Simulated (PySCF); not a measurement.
# Two-dimensional NMR puzzle

Compound of formula C6H12. Correlations simulated from computed shifts and couplings:

HSQC (one-bond C–H):
```csv
δH,δC,"¹J(C,H) (Hz)"
5.52,126.7,156
5.28,130.2,154
2.07,39.5,131
1.77,21.6,132
1.35,26.0,131
0.86,14.7,132
```

COSY cross peaks (|J| ≥ 2 Hz):
```csv
δH,δH,abs. J (Hz),bonds
5.52,5.28,15.5,3
5.52,1.77,7.6,3
5.28,2.07,8.3,3
5.28,1.77,2.2,4
2.07,1.35,7.4,3
1.35,0.86,8.3,3
```

HMBC (two and three bonds, |J| ≥ 2.5 Hz):
```csv
δH,δC [abs. J in Hz]
5.52,"39.5 [6.9], 21.6 [6.4]"
5.28,"39.5 [5.4], 26.0 [2.7], 21.6 [7.7]"
2.07,"130.2 [5.8], 126.7 [7.2], 26.0 [4.3], 14.7 [6.9]"
1.77,"130.2 [7.6], 126.7 [6.6]"
1.35,"130.2 [7.0], 39.5 [3.2], 14.7 [3.2]"
0.86,"39.5 [5.8], 26.0 [3.4]"
```

[PySCF 2.14.0 with density-fitted response routines: spin–spin couplings from B3LYP/pcJ-1 (without the spin–dipole term); coordinates at the PBE0-D3(BJ)/def2-SVP level; shielding tensors at KT2/pcSseg-1 (GIAO); non-relativistic; a single conformation; equivalent nuclei averaged; no solvent model]

δ = σ(ref) − σ, references computed at the same level: ¹H, ¹³C vs TMS.

Exchangeable hydrogens are left out of these lists, and C,H couplings along chains are those of one rotamer, so weak HMBC peaks may be missing or extra.

Question: Work out the connectivity.

Answer: `C(/C=C/C)CC`.

Atom-mapped SMILES (the numbers label the heavy atoms): `[CH3:1]/[CH:2]=[CH:3]/[CH2:4][CH2:5][CH3:6]`. Each H is labelled by its parent atom.

δC 130.2 is C3, an alkene CH (δH 5.28). δC 126.7 is C2, an alkene CH (δH 5.52). δC 39.5 is C4, an allylic sp3 CH2 (δH 2.07). δC 26.0 is C5, an sp3 CH2 (δH 1.35). δC 21.6 is C1, an allylic methyl carbon (δH 1.77). δC 14.7 is C6, a methyl carbon (δH 0.86). COSY links 5.52–5.28, 5.52–1.77, 5.28–2.07, 5.28–1.77, 2.07–1.35, 1.35–0.86.

The data come from this structure; uniqueness wasn't tested.

Unscaled 3J(H,H) at this level run about 10 % above measured values. Shifts are as computed. Against solution values, carbons near 30 ppm lie about +2 ppm off and those near 130 ppm about -5 ppm. Of 1211 compounds with measured shifts, 218 miss one by over three times the rms of a fit or turn the order of signals round; such compounds aren't used in these exercises. Couplings across =CH–CH2 type bonds come from one rotamer and its mirror image, and can be 1–2 Hz further off. Vicinal H,H couplings across rotating CH2–CH2 and CH–CH2 bonds are estimated from the computed gauche and anti values for equal rotamer populations, (2 J gauche + J anti)/3.
